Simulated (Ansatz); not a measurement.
Geometry optimisation, Ansatz 0.2.0, RKS B3LYP/cc-pVDZ.

input.yaml

```yaml
crystal:
  periodic: [false, false, false]
  atoms:
    - { symbol: B, position_ang: [-0.06322, -0.488177, -0.471128] }
    - { symbol: C, position_ang: [0.021831, -0.227072, 2.325883] }
    - { symbol: H, position_ang: [-0.963959, -0.344077, 2.799481] }
    - { symbol: H, position_ang: [0.809785, -0.353895, 3.084843] }
    - { symbol: H, position_ang: [0.099814, 0.776349, 1.885577] }
    - { symbol: H, position_ang: [0.937179, 0.176428, -0.565963] }
    - { symbol: O, position_ang: [-1.229915, 0.139569, -0.76595] }
    - { symbol: H, position_ang: [-2.002002, -0.440195, -0.702277] }
    - { symbol: H, position_ang: [-0.024283, -1.652417, -0.194717] }
    - { symbol: H, position_ang: [0.14307, -1.005213, 1.550651] }
basis:
  gaussian: { orbitals: cc-pVDZ }
hamiltonian:
  xc: b3lyp
relax:
  f_tol: 0.03
  max_steps: 50
```

Launched with:

```bash
$ ansatz run input.yaml --threads 1 --pin off --max-ram 2048MiB --backend cpu --events-out ev --progress --plain --runs-dir out
```

Task: Where does it end, and by what steps?

Result: The forces met the threshold. The force dipped under the threshold on the way, but the program's further checks kept it going. After 12 steps the energy has fallen by 0.186 eV; H10 moved furthest, 0.75 Å.

```tsv
step	energy less start (eV)	largest force component (eV/Å)	accepted
0	0.0000	0.403	yes
1	-0.1029	0.307	yes
2	-0.1534	0.360	yes
3	-0.1736	0.281	yes
4	-0.1803	0.232	yes
5	-0.1783	0.323	no
6	-0.1837	0.061	yes
7	-0.1846	0.041	yes
8	-0.1852	0.031	yes
9	-0.1850	0.102	no
10	-0.1855	0.008	yes
11	-0.1856	0.018	yes
12	-0.1856	0.017	yes
```

```xyz
10
Properties=species:S:1:pos:R:3
B -0.142 -0.512 -1.022
C 0.104 -0.219 2.844
H -0.888 -0.304 3.311
H 0.868 -0.091 3.626
H 0.121 0.651 2.170
H 0.860 0.156 -1.070
O -1.305 0.157 -1.198
H -2.085 -0.414 -1.151
H -0.125 -1.708 -0.833
H 0.319 -1.133 2.271
```

Whether the end is a true minimum wasn't checked by a vibrational analysis.

The run took 24 s on 1 thread of Intel(R) Xeon(R) Platinum 8488C (Sapphire Rapids), on a shared host, peak memory 0.14 GiB.
